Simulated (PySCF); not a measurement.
# doublet [BNH4]+: levels of theory compared

We compute a comparison of 3 runs (UB3LYP/6-31G*, UCAM-B3LYP/def2-TZVPP, USCS-MP2/def2-TZVPP) of doublet [BNH4]+. 

The calculation is run with PySCF 2.14.0.

1 further run of the same task is left out (set aside as unsound or not needed).

### Step 1. Starting point

[BNH4]+ has 6 atoms, charge +1, and is taken as a doublet. SMILES of the parent species: `BN`. The coordinates come from a PBE0-D4/def2-TZVP relaxation. That shape belongs to the parent species and isn't relaxed for this state.

Bond lengths: B1–N2 1.385 Å, B1–H3 1.197 Å, B1–H4 1.197 Å, N2–H5 1.006 Å, N2–H6 1.006 Å. Angles: B1–N2–H5 123.2°, B1–N2–H6 123.2°, N2–B1–H3 119.0°, N2–B1–H4 119.0°, H5–N2–H6 113.5°, H3–B1–H4 122.0°.

### Step 2. The energy at UB3LYP/6-31G(d) (spherical functions) (run 1)

File input.py:

```python
from pyscf import gto, dft

mol = gto.M(
    atom='''
B     -0.128200    -0.679600    -0.025600
N      0.146100     0.677400     0.010800
H      0.225800    -1.368000     0.887500
H     -0.712000    -1.128700    -0.969200
H     -0.121600     1.313700    -0.720800
H      0.632000     1.121400     0.771300
''',
    max_memory=1860,
    verbose=3,
    basis='6-31g*',
    spin=1,
    charge=1,
)

myscf = dft.UKS(mol)
myscf.xc = 'b3lyp'
myscf.grids.level = 5
myscf.conv_tol = 1e-10
myscf.kernel()
if not myscf.converged:
    myscf = myscf.newton().run(myscf.mo_coeff, myscf.mo_occ)

e_final = myscf.e_tot
print('E = %.10f Eh' % e_final)
```

The run is started by

```console
$ OMP_NUM_THREADS=1 python input.py
```

The program printed:

```text
WARN: HOMO -0.352831655975915 >= LUMO -0.352831655975913

converged SCF energy = -81.625677861418  <S^2> = 0.75251852  2S+1 = 2.0025169
E = -81.6256778614 Eh
```

It took 14 s on 1 thread of Arm Neoverse N1, shared host; peak memory 0.25 GiB.

### Step 3. The energy at UCAM-B3LYP/def2-TZVPP (run 2)

File calc.py:

```python
from pyscf import gto, dft

mol = gto.M(
    atom='''
B       -0.128200      -0.679600      -0.025600
N        0.146100       0.677400       0.010800
H        0.225800      -1.368000       0.887500
H       -0.712000      -1.128700      -0.969200
H       -0.121600       1.313700      -0.720800
H        0.632000       1.121400       0.771300
''',
    spin=1,
    max_memory=1860,
    charge=1,
    basis='def2-tzvpp',
    verbose=3,
)

calc0 = dft.UKS(mol)
calc0.xc = 'cam-b3lyp'
calc0.grids.level = 5
calc0.conv_tol = 1e-10
calc0.kernel()
if not calc0.converged:
    calc0 = calc0.newton().run(calc0.mo_coeff, calc0.mo_occ)

etot = calc0.e_tot
print('Final energy', etot)
```

The run is started by

```console
$ OMP_NUM_THREADS=1 python calc.py
```

The program printed:

```text
WARN: HOMO -0.360482669025421 >= LUMO -0.36048266902542

converged SCF energy = -81.6099128754236  <S^2> = 0.75268336  2S+1 = 2.0026816
Final energy -81.60991287542356
```

Run time: 56 s. Hardware: 1 thread of Arm Neoverse N1, shared host; peak memory 0.64 GiB.

### Step 4. The energy at USCS-MP2/def2-TZVPP (run 3)

File job.py:

```python
from pyscf import gto, scf, mp

molecule = gto.M(
    atom='''
B     -0.242263    -1.284258    -0.048377
N      0.276089     1.280100     0.020409
H      0.426700    -2.585145     1.677132
H     -1.345485    -2.132934    -1.831523
H     -0.229791     2.482533    -1.362115
H      1.194307     2.119139     1.457546
''',
    unit='bohr',
    verbose=3,
    spin=1,
    charge=1,
    max_memory=1860,
    basis='def2-tzvpp',
)

mf = scf.UHF(molecule)
mf.conv_tol = 1e-10
mf.kernel()
if not mf.converged:
    mf = mf.newton().run(mf.mo_coeff, mf.mo_occ)

pt = mp.MP2(mf, frozen=2).run()
e_tot = mf.e_tot + 1.2 * pt.e_corr_os + pt.e_corr_ss / 3
print(f'total energy: {e_tot:.8f} hartree')
```

The run is started by

```console
$ OMP_NUM_THREADS=1 python job.py
```

The program printed:

```text
converged SCF energy = -81.1743156431432  <S^2> = 0.75802146  2S+1 = 2.0080054
E(UMP2) = -81.4362208376567  E_corr = -0.261905194513479
E(SCS-UMP2) = -81.4459900118002  E_corr = -0.271674368656978
total energy: -81.44599001 hartree
```

Wall time 8.7 s (1 thread of Arm Neoverse N1, shared host); peak memory 0.34 GiB.

### Step 5. The series

| run | level | integration grid | frozen core orbitals | energy (Eh) | HOMO energy (eV) | LUMO energy (eV) | ⟨S²⟩ | wall time |
| --- | --- | --- | --- | --- | --- | --- | --- | --- |
| 1 | UB3LYP/6-31G* (spherical functions) | 5 | – | -81.625678 | -15.86 | -14.39 | 0.753 | 14 s |
| 2 | UCAM-B3LYP/def2-TZVPP | 5 | – | -81.609913 | -17.57 | -12.78 | 0.753 | 56 s |
| 3 | USCS-MP2/def2-TZVPP | – | 2 | -81.445990 | -19.71 | -8.06 | 0.758 | 8.7 s |

### Step 6. Results

| quantity | value |
| --- | --- |
| run 3: total energy | -81.44599 Eh |
| run 3: HOMO energy (Hartree–Fock orbitals) (highest over α and β) | -19.71 eV |
| run 3: LUMO energy (Hartree–Fock orbitals) (lowest over α and β) | -8.06 eV |
| run 3: correlation energy (2 core orbitals frozen) | -271.7 mEh |
| run 3: ⟨S²⟩ of the reference determinant | 0.758 |

What this shows: Totals of different functionals can't be ranked against each other. All runs together took 79 s, the longest 56 s.
